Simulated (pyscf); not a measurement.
Structures and frequencies: ωB97X-D3(BJ)/def2-SVP in PySCF. Correlated levels are frozen-core, on RHF or UHF. ΔMP2 is the change of the MP2 total energy from the triple- to the quadruple-zeta basis.

Task: Cl–SnH₃ -> SnH₂ [singlet] + hydrogen chloride (HCl)
Surface: singlet. Broken: Cl–Sn, H–Sn. Formed: Cl–H. Give ΔE‡ and ΔE from CCSD(T)/def2-TZVPP, relative to the reactant's lowest minimum found.

Result: ΔE‡ = 51.2 kcal/mol, ΔE = +39.2 kcal/mol. CCSD(T)/def2-TZVPP + ΔMP2(QZVPP) gives 50.5 kcal/mol and +40.2 kcal/mol. Zero-point energy shifts the barrier by -2.2 kcal/mol. It is a 1,1-elimination, with an imaginary mode of 1182i cm⁻¹. On the product side the descent ends in an adduct with a Cl–Sn contact, 8.4 kcal/mol under the separated species and 17.5 kcal/mol under the saddle at ωB97X-D3(BJ)/def2-TZVP. What is counted as broken (Cl–Sn) persists as a longer contact in the product adduct; parting that adduct is a step of its own. At ωB97X-D3(BJ) the barrier from the zero used here is 55.3 kcal/mol. One saddle was located; it need not be the lowest between these sides. The CCSD(T) − MP2 part came from Ansatz, without density fitting, on the same reference. The frozen core leaves the outer d or s,p core shells of the metals and heavy elements correlated in the MP2 and CC values, and def2-TZVPP describes them poorly, which can shift differences by a few kcal/mol. Elements past Kr carry the def2 core potentials, without spin-orbit coupling.
